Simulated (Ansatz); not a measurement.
**CHSi (quartet): the correlation ladder, def2-TZVPP**

The task here is to estimate one member of a computed series from the others.

Method: def2-TZVPP, core rule «outside noble gas», up to 6 orbitals frozen; program: Ansatz 0.2.0, Gaussian basis.

To be run: UHF; ROHF; CCSD(T) on UHF.

2 further runs of the same task are left out: 2 set aside as unsound or not needed.

### What is computed

The geometry is a PBE0/def2-TZVP stationary point (not a proven minimum) of the parent state, kept for this charge and spin.

3 atoms, charge 0, spin multiplicity 4.

Atoms are counted from 1 here; the program's logs count them from 0.

Bond lengths: Si1–C2 1.682 Å, C2–H3 1.079 Å. Angles: Si1–C2–H3 180.0°.

As a file:

```
Si    0.00000    0.00000    1.48144
C     0.00000    0.00000   -0.20101
H     0.00000    0.00000   -1.28043
```

Set-up of the first run:

in.yaml

```yaml
crystal:
  periodic: [false, false, false]
  atoms:
    - {symbol: Si, position_ang: [0.000000, 0.000000, 1.481442]}
    - {symbol: C, position_ang: [0.000000, 0.000000, -0.201009]}
    - {symbol: H, position_ang: [0.000000, 0.000000, -1.280432]}
basis:
  gaussian: {orbitals: def2-TZVPP}
magnetization: {spin_polarized: true, initial_magnetization: 3}
hamiltonian: {xc: hf}
output: {orbitals: {seedname: orbitals}}
```

Run with:

```console
$ ansatz run in.yaml --threads 1 --pin off --events-out ev --progress --plain --max-ram 4096MiB --backend cpu
```

Among the steps run: UHF; ROHF; CCSD(T) on UHF.

One table of the session follows, with a row left open; its other results are not shown here.

```
  method  from UCCSD(T) (meV)
    ROHF                    ?
     UHF              +5883.6
    UMP2              +1140.7
   UCCSD               +203.5
UCCSD(T)                    0
```

**Question.** Estimate the row for ROHF.

The run gave: from UCCSD(T) (meV): +6233.4. In the column «from UCCSD(T) (meV)» it is the highest.
